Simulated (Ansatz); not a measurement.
C3H10Si, SMILES `CCC[SiH3]`. The species carries charge 0 and has multiplicity 1. All single points use the PBE0-D4/def2-TZVP geometry. It is one conformer, not always the lowest.

```xyz
14

C    -0.057    0.375    2.040
C     0.505    0.122    0.651
C    -0.582   -0.077   -0.403
Si    0.085   -0.391   -2.128
H    -0.677   -0.463    2.371
H     0.738    0.514    2.776
H    -0.683    1.272    2.051
H     1.155   -0.760    0.676
H     1.148    0.959    0.360
H    -1.235    0.803   -0.441
H    -1.227   -0.919   -0.125
H     0.921    0.756   -2.580
H    -1.025   -0.576   -3.103
H     0.934   -1.614   -2.144
```

What is the dipole moment at B3LYP/def2-TZVPP? (An estimate is asked.)

The calculation gave: 0.89 D, with components (-0.25, 0.15, 0.84) D in this frame, pointing from negative to positive charge.

And with PBE, r2SCAN, ωB97M-V? (An estimate is asked.)

Computed: PBE 0.95 D, r2SCAN 0.95 D, ωB97M-V 0.89 D.

Give the Mulliken charges with B3LYP, r2SCAN, ωB97M-V in def2-TZVPP. (An estimate is asked.)

Computed: 
```tsv
atom	B3LYP	r2SCAN	ωB97M-V
C1	-0.25	-0.15	-0.31
C2	-0.10	0.00	-0.17
C3	-0.21	-0.17	-0.30
Si4	0.27	0.28	0.18
H5	0.07	0.04	0.10
H6	0.08	0.04	0.11
H7	0.07	0.04	0.10
H8	0.07	0.03	0.10
H9	0.07	0.03	0.10
H10	0.08	0.05	0.10
H11	0.08	0.05	0.11
H12	-0.08	-0.08	-0.04
H13	-0.07	-0.08	-0.03
H14	-0.08	-0.08	-0.04
```

B3LYP here is the variant with VWN-RPA as its local correlation; programs differ in this.
